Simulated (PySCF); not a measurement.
Molecule: `Cn1cncn1`, C3H5N3.

Structure with atom numbers: `[CH3:1][n:2]1[cH:3][n:4][cH:5][n:6]1` (H(Xn): hydrogen on atom n).

Geometry PBE0-D3(BJ)/def2-SVP throughout; GIAO in PySCF 2.14, gas phase, one conformer, non-relativistic; equivalent atoms averaged; functional PBE0.

Problem. How do the shifts δ (against TMS, NH3 at the same level) depend on the basis set? (ppm; last column core-seconds on 1 thread of an Arm Neoverse V1, shared host)

Solution. 
| basis set | functions | C5 | C3 | C1 | N6 | N4 | N2 | H(C5) | H(C3) | H(C1) | core-s |
| --- | --- | --- | --- | --- | --- | --- | --- | --- | --- | --- | --- |
| pcSseg-0 | 64 | 166.8 | 157.2 | 39.7 | 349.7 | 308.8 | 225.5 | 8.10 | 7.65 | 4.11 | 4.3 |
| cc-pVDZ | 109 | 148.8 | 139.8 | 35.2 | 310.9 | 273.7 | 217.6 | 7.64 | 7.55 | 3.61 | 7.9 |
| aug-cc-pVDZ | 183 | 150.7 | 141.4 | 35.0 | 304.8 | 268.4 | 215.8 | 7.99 | 7.87 | 3.83 | 16 |
| cc-pVTZ | 250 | 155.6 | 144.9 | 35.7 | 326.9 | 288.2 | 229.5 | 7.81 | 7.74 | 3.71 | 26 |
| IGLO-III | 260 | 160.6 | 149.4 | 36.6 | 330.4 | 289.5 | 232.4 | 7.87 | 7.78 | 3.74 | 24 |

Problem. Which nucleus moves most, in ppm?

Solution. N6 (pyridine-type nitrogen of an azole): from 304.8 ppm with aug-cc-pVDZ to 349.7 ppm with pcSseg-0. The smallest spread is 0.32 ppm, at H(C3). Proton shifts span only some 12 ppm, so a few tenths of a ppm matter as much there as several ppm in carbon.

Problem. Taking the largest basis, IGLO-III (260 functions), as the yardstick, rank the others by their worst heavy-atom deviation.

Solution. cc-pVTZ 4.9 ppm (250 functions), pcSseg-0 19.3 ppm (64 functions), cc-pVDZ 19.5 ppm (109 functions), aug-cc-pVDZ 25.6 ppm (183 functions).

A small basis that lands close on one nucleus may do so by chance; judge by the trend and by all nuclei.
